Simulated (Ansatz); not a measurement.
# SiH4 (singlet): wave-function methods side by side at distance H1–H2 along a hydrogen transfer = 0.840 Å, 6-31G

How much of the correlation energy of SiH4 (singlet) does each wave-function method recover here?

Program: Ansatz 0.2.0, Gaussian basis. Level of theory: 6-31G, core rule «outside noble gas», up to 5 orbitals frozen. These are calculated values, not measurements.

Plan: UHF; CCSD(T) on RHF; CCSD(T) on UHF; BCCD(T) on RHF; CISD; CCSDT(Q) on RHF; CCSDT(Q) on UHF; CISDTQ; CCSDTQ on RHF; CCSDTQ on UHF; CASSCF and MRCISD+Q, 2 electrons in 2 orbitals; CASSCF and NEVPT2, 2 electrons in 2 orbitals; CASSCF and MRCISD+Q, 8 electrons in 8 orbitals; CASSCF and NEVPT4(SD), 8 electrons in 8 orbitals; CASSCF and NEVPT2, 8 electrons in 8 orbitals; Full CI.

10 further runs of the same task are left out: 1 for a mislabelled method, 9 that didn't finish.

### 1 What is computed

The geometry derives from fragments relaxed apart (PBE0/def2-TZVP) and kept rigid, so it is no stationary point. A hydrogen atom is moved between rigid fragments.

5 atoms, charge 0, spin multiplicity 1.

Atoms are counted from 1 here; the program's logs count them from 0.

Bond lengths: H1–H2 0.840 Å, H2–Si3 1.676 Å, Si3–H4 1.526 Å, Si3–H5 1.526 Å. Angles: H1–H2–Si3 180.0°, H2–Si3–H4 113.7°, H2–Si3–H5 113.7°, H4–Si3–H5 91.2°.

### 2 UHF

File in.yaml:

```yaml
crystal:
  periodic: [false, false, false]
  atoms:
    - {symbol: H, position_ang: [-2.422866, 0.054876, 0.000000]}
    - {symbol: H, position_ang: [-1.582866, 0.054876, 0.000000]}
    - {symbol: Si, position_ang: [0.093134, 0.054876, 0.000000]}
    - {symbol: H, position_ang: [0.705314, -0.819409, 1.090012]}
    - {symbol: H, position_ang: [0.705314, -0.819409, -1.090012]}
basis:
  gaussian: {orbitals: 6-31G}
magnetization: {spin_polarized: true, initial_magnetization: 0}
hamiltonian: {xc: hf}
output: {orbitals: {seedname: orbitals}}
```

The run is started by

```
$ ansatz run in.yaml --threads 1 --pin off --events-out ev --progress --plain --max-ram 2393MiB
```

The runs that follow: CCSD(T) on RHF; CCSD(T) on UHF; BCCD(T) on RHF; CISD; CCSDT(Q) on RHF; CCSDT(Q) on UHF; CISDTQ; CCSDTQ on RHF; CCSDTQ on UHF; CASSCF and MRCISD+Q, 2 electrons in 2 orbitals; CASSCF and NEVPT2, 2 electrons in 2 orbitals; CASSCF and MRCISD+Q, 8 electrons in 8 orbitals; CASSCF and NEVPT4(SD), 8 electrons in 8 orbitals; CASSCF and NEVPT2, 8 electrons in 8 orbitals; Full CI.

Q: Predict the results of all the runs planned. Wanted: FCI below the RHF energy; RMP2 from FCI; UMP2 from FCI; RCCSD from FCI; RCCSD(T) from FCI; UCCSD(T) from FCI; RCCSDT(Q) from FCI; UCCSDT(Q) from FCI; NEVPT2 pair from FCI.

As calculated:

```
                         quantity                                                                                                                                                             value
         FCI below the RHF energy                                                                                                                                                        -2.6903 eV
                    RMP2 from FCI                                                                                                                                                        +839.1 meV
                    UMP2 from FCI                                                                                                                                                        +924.1 meV
                   RCCSD from FCI                                                                                                                                                         +49.3 meV
                RCCSD(T) from FCI                                                                                                                                                         +15.1 meV
                UCCSD(T) from FCI                                                                                                                                                         +25.6 meV
               RCCSDT(Q) from FCI                                                                                                                                                          +0.8 meV
               UCCSDT(Q) from FCI                                                                                                                                                          +1.2 meV
             NEVPT2 pair from FCI                                                                                                                                                        +739.1 meV
           MRCISD+Q pair from FCI                                                                                                                                                         -11.8 meV
          NEVPT2 valence from FCI                                                                                                                                                        +209.3 meV
levels within 1 kcal/mol (43 meV)  RCCSD(T), UCCSD(T), BCCD(T), RCCSDT, UCCSDT, CISDTQ, RCCSDT(Q), UCCSDT(Q), RCCSDTQ, UCCSDTQ, MRCISD+Q pair, NEVPT4(SD) valence, MRCISD valence, MRCISD+Q valence
                    T1 diagnostic                                                                                                                                                             0.015
   effectively unpaired electrons                                                                                                                                                              0.10
```

In words: RCCSD(T) misses by +15.1 meV, 0.6 % of the correlation energy. MRCISD+Q pair falls below full CI: the +Q correction isn't variational, and the cores differ from full CI's. One determinant dominates. Of the multireference levels listed MRCISD+Q pair comes nearest in total energy (-11.8 meV), which doesn't show that its space is the better one. These misses are within one basis, not against nature.
